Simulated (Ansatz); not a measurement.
This geometry of ClH + H5NSi (9 atoms, charge 0, multiplicity 1) is a first-order saddle point.

The calculation used Ansatz 0.2.0, RKS PBE0-D4/def2-SVP.

```xyz
9
Properties=species:S:1:pos:R:3
Si 0.067 -0.072 0.091
N 0.113 -0.182 1.976
H -0.808 -0.211 2.418
H 0.657 0.566 2.410
H 1.393 0.275 -0.464
H -0.730 1.212 0.023
H -0.818 -1.099 -0.499
Cl 1.433 -2.323 0.841
H 0.649 -1.136 2.017
```

(1) Which two structures does it join? (They come from a converged band through this point; their orientation in space is the band's.)

(2) How far does it lie above each of them?

Answers

(1) Bonds broken: Si1–N2, Cl8–H9. Bonds formed: Si1–Cl8, N2–H9. ClH + H5NSi becomes ClH3Si + H3N.

First end point:

```xyz
9
Properties=species:S:1:pos:R:3
Si -0.130 0.250 0.093
N 0.087 -0.109 1.808
H -0.761 -0.302 2.338
H 0.657 0.549 2.338
H 1.230 0.375 -0.498
H -0.888 1.515 -0.160
H -0.882 -0.892 -0.495
Cl 1.661 -2.747 1.602
H 0.983 -1.609 1.788
```

Last end point:

```xyz
9
Properties=species:S:1:pos:R:3
Si 0.456 -0.149 -0.319
N -0.215 -0.431 2.344
H -1.121 -0.124 2.695
H 0.496 0.047 2.897
H 0.825 -0.001 -1.765
H 0.301 1.229 0.215
H -0.776 -0.980 -0.286
Cl 2.118 -1.138 0.468
H -0.127 -1.422 2.565
```

(2) 7.3 kcal/mol above the first and 15.2 kcal/mol above the second. This is the barrier of this one path; another mechanism may lie lower. The orbitals stay closed-shell, which can raise the energy where a bond breaks towards radicals; this wasn't checked here.

Run time: 7.1 min on 1 thread of Arm Neoverse V1, on a shared host, peak memory 0.17 GiB.
